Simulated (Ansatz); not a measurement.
BGeNH, sextet: the ladder up to UCCSDT(Q)

Geometry: that of the BGeNH, quartet, kept fixed. The doublet lies 8.6 eV lower here.

```
atom   x (Å)    y (Å)    z (Å)
   B  0.0000   0.5354   1.5745
  Ge  0.0000   0.0493  -0.5080
   N  0.0000  -0.7705   1.2486
   H  0.0000   1.4080   2.3708
```

Basis cc-pVDZ; Ansatz 0.2.0. Correlated methods freeze the noble-gas cores and the filled d shells of p-block atoms, which leaves 13 electrons in 44 orbitals. R marks a restricted (for open shells ROHF) determinant, U an unrestricted one. Active spaces: frontier = (13e, 11o) about the gap. No spin–orbit coupling is included, and no scalar relativity.

Full CI isn't at hand for all of this; UCCSDT(Q) serves as the reference, and is uncertain by the last step of the cluster series or more. The frozen core follows each run's orbitals, which can shift R against U totals by a few meV for light atoms and by up to 0.1 eV past Ca.

* UHF ⟨S²⟩: 8.793
* T1 diagnostic (RCCSD): 0.0252
* largest doubles amplitude (RCCSD): 0.045
* T1 diagnostic (UCCSD): 0.0224

| level | E − E(UCCSDT(Q)) (kJ/mol) | wall time |
| --- | --- | --- |
| UHF | 723.0 | – |
| UMP2 | 128.0 | – |
| UCCSD | 29.9 | – |
| UCCSD(T) | 5.9 | 34 s |
| UCCSDT | 2.0 | – |

Run but not shown, since their state, orbitals or frozen core can't be matched to the reference's or they repeat it: RHF, RMP2, RCCSD, RCCSD(T), BCCD(T), RCCSDT, RCCSDT(Q), CASSCF (frontier space), NEVPT2 (frontier space), MRCISD (frontier space), MRCISD+Q (frontier space).

Times hold each run's SCF and search for its determinant on a shared host, so for small cases they say little of a method's own cost; they ran on 1 thread of Arm Neoverse N1. Some runs computed forces too.
